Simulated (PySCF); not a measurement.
A geometry optimisation, step by step.

CCl₃F.
Bonds: F1–C2, C2–Cl3, C2–Cl4, C2–Cl5.

Computed by this run: PySCF 2.14.0, PBE0-D3(BJ)/def2-SVP geometry optimisation, gas phase; density fitting, grid level 1; the optimiser is geomeTRIC in internal coordinates, started from a GFN2-xTB structure with every atom displaced at random (about 0.01 Å). The frame can shift and turn from step to step; on so coarse a grid that alone can change the energy by a few meV, and forces under 0.02 eV/Å are noise.

Step 0: E = -41290.5499 eV, largest atomic force 1.016 eV/Å
```
atom  x, y, z in Å  |  force x, y, z in eV/Å
F1      0.081   -0.167    1.400   -0.193   0.241  -0.968
C2     -0.001   -0.011    0.065    0.478  -0.175   0.417
Cl3    -0.478    1.658   -0.321    0.179  -0.431   0.198
Cl4     1.636   -0.368   -0.607   -0.756   0.169   0.202
Cl5    -1.204   -1.146   -0.574    0.291   0.195   0.151
```

Step 1: E = -41290.1597 eV, largest atomic force 4.536 eV/Å
```
atom  x, y, z in Å  |  force x, y, z in eV/Å
F1      0.236    0.590   -1.146   -1.127   2.193  -3.807
C2     -0.053    0.042   -0.044    1.739  -1.833   1.507
Cl3     1.217    0.722    0.967    0.261  -0.070   1.657
Cl4    -1.635    0.297    0.583   -0.525   0.222  -0.044
Cl5     0.269   -1.686   -0.397   -0.348  -0.512   0.687
```

Step 2: E = -41290.4802 eV, largest atomic force 1.838 eV/Å
```
atom  x, y, z in Å  |  force x, y, z in eV/Å
F1      0.192    0.625   -1.206   -0.744   0.863  -1.128
C2     -0.028    0.046   -0.061    1.453  -1.069   0.351
Cl3     1.220    0.702    1.016   -0.074  -0.116   0.479
Cl4    -1.615    0.291    0.579   -0.486   0.256  -0.043
Cl5     0.266   -1.699   -0.364   -0.149   0.066   0.342
```

Step 3: E = -41290.5768 eV, largest atomic force 0.429 eV/Å
```
atom  x, y, z in Å  |  force x, y, z in eV/Å
F1      0.136    0.658   -1.221   -0.041   0.040  -0.281
C2      0.005    0.028   -0.067    0.372  -0.213   0.011
Cl3     1.223    0.682    1.038   -0.029  -0.111   0.075
Cl4    -1.607    0.309    0.553   -0.253  -0.006   0.117
Cl5     0.279   -1.713   -0.339   -0.050   0.290   0.079
```

Step 4: E = -41290.5834 eV, largest atomic force 0.128 eV/Å
```
atom  x, y, z in Å  |  force x, y, z in eV/Å
F1      0.131    0.655   -1.237    0.002   0.021   0.072
C2      0.012    0.032   -0.072    0.064  -0.104  -0.038
Cl3     1.225    0.667    1.045   -0.043   0.044  -0.022
Cl4    -1.615    0.306    0.557   -0.005   0.038   0.007
Cl5     0.282   -1.697   -0.329   -0.018   0.001  -0.018
```

Step 5: E = -41290.5840 eV, largest atomic force 0.032 eV/Å
```
atom  x, y, z in Å  |  force x, y, z in eV/Å
F1      0.131    0.656   -1.235    0.010  -0.011   0.028
C2      0.013    0.028   -0.072    0.015  -0.024  -0.015
Cl3     1.222    0.672    1.044   -0.002   0.002  -0.006
Cl4    -1.613    0.308    0.558   -0.016   0.004   0.001
Cl5     0.281   -1.700   -0.332   -0.007   0.029  -0.007
```

Step 6: E = -41290.5841 eV, largest atomic force under 0.02 eV/Å
```
atom  x, y, z in Å  |  force x, y, z in eV/Å
F1      0.132    0.656   -1.234    0.006  -0.001   0.008
C2      0.014    0.028   -0.072    0.003  -0.006  -0.007
Cl3     1.222    0.673    1.044   -0.003  -0.006   0.001
Cl4    -1.613    0.308    0.558   -0.004   0.001   0.000
Cl5     0.280   -1.700   -0.333   -0.002   0.012  -0.002
```

Q: Summarise the path.

A: The energy falls by 0.79 kcal/mol from step 0 to step 6; nine tenths of that is first reached at step 4. It rises by more than 0.2 meV at step 1. The largest force goes from 1.016 to under 0.02 eV/Å. Among the bonds C2–Cl4 changes most, from 1.805 to 1.767 Å; the atoms move by 0.023 Å rms after alignment.

Q: Follow the three bonds and two angles with the largest change from start to end.

A: 
```json
{"step": "0", "E above end (kcal/mol)": "0.79", "largest force (eV/Å)": "1.016", "C2–Cl4 (Å)": "1.805", "F1–C2 (Å)": "1.347", "C2–Cl3 (Å)": "1.778", "F1–C2–Cl4 (°)": "106.9", "F1–C2–Cl3 (°)": "109.9"}
{"step": "1", "E above end (kcal/mol)": "9.79", "largest force (eV/Å)": "4.536", "C2–Cl4 (Å)": "1.721", "F1–C2 (Å)": "1.264", "C2–Cl3 (Å)": "1.759", "F1–C2–Cl4 (°)": "117.6", "F1–C2–Cl3 (°)": "99.7"}
{"step": "2", "E above end (kcal/mol)": "2.40", "largest force (eV/Å)": "1.838", "C2–Cl4 (Å)": "1.728", "F1–C2 (Å)": "1.303", "C2–Cl3 (Å)": "1.774", "F1–C2–Cl4 (°)": "114.7", "F1–C2–Cl3 (°)": "104.5"}
{"step": "3", "E above end (kcal/mol)": "0.17", "largest force (eV/Å)": "0.429", "C2–Cl4 (Å)": "1.750", "F1–C2 (Å)": "1.321", "C2–Cl3 (Å)": "1.770", "F1–C2–Cl4 (°)": "108.9", "F1–C2–Cl3 (°)": "107.5"}
{"step": "4", "E above end (kcal/mol)": "0.02", "largest force (eV/Å)": "0.128", "C2–Cl4 (Å)": "1.765", "F1–C2 (Å)": "1.327", "C2–Cl3 (Å)": "1.767", "F1–C2–Cl4 (°)": "108.8", "F1–C2–Cl3 (°)": "108.9"}
{"step": "5", "E above end (kcal/mol)": "0.00", "largest force (eV/Å)": "0.032", "C2–Cl4 (Å)": "1.766", "F1–C2 (Å)": "1.327", "C2–Cl3 (Å)": "1.767", "F1–C2–Cl4 (°)": "108.6", "F1–C2–Cl3 (°)": "108.7"}
{"step": "6", "E above end (kcal/mol)": "0.00", "largest force (eV/Å)": "under 0.02", "C2–Cl4 (Å)": "1.767", "F1–C2 (Å)": "1.326", "C2–Cl3 (Å)": "1.766", "F1–C2–Cl4 (°)": "108.6", "F1–C2–Cl3 (°)": "108.6"}
```

What follows is the cost of the whole optimisation. Time: 28 s wall; peak memory 0.36 GiB. Hardware: one thread, Intel Xeon Platinum 8259CL at 2.50 GHz (x86_64), on a shared host.
